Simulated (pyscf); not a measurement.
Single points on ωB97X-D3(BJ)/def2-SVP structures (PySCF, gas phase).

Problem. Estimate the classical barrier height and the reaction energy of `[OH][Ta]([F])([F])([F])[F]` + `[ClH]` → `[OH][Ta]([F])([F])([F])[Cl]` + `[FH]` at ωB97M-D3(BJ)/def2-TZVP. The step runs on the singlet surface, breaks F–Ta, Cl–H and forms Cl–Ta, F–H; take the separated reactants as zero.

Solution. ΔE‡ = 3.6 kcal/mol, ΔE = +7.6 kcal/mol. Zero-point energy shifts the barrier by -0.2 kcal/mol. It is a four-centre exchange, with an imaginary mode of 598i cm⁻¹. On the reactant side the descent ends in an adduct with a Cl–Ta contact, 11.3 kcal/mol under the separated species and 10.4 kcal/mol under the saddle at ωB97X-D3(BJ)/def2-TZVP. On the product side the descent ends in an adduct with a F–Ta contact, 10.6 kcal/mol under the separated species and 6.1 kcal/mol under the saddle at ωB97X-D3(BJ)/def2-TZVP. At ωB97M-D3(BJ) the saddle lies under the separated products, which points to a path from their complex (located at ωB97X-D3(BJ) alone), and parting the products costs more than the saddle. What is counted as formed (Cl–Ta) is already present as a longer contact in the reactant adduct; forming that adduct is a step of its own. What is counted as broken (F–Ta) persists as a longer contact in the product adduct; parting that adduct is a step of its own. At ωB97X-D3(BJ) the barrier from the zero used here is -0.9 kcal/mol. This is the saddle that the search found; another between the same sides may lie lower. Elements past Kr carry the def2 core potentials, without spin-orbit coupling.
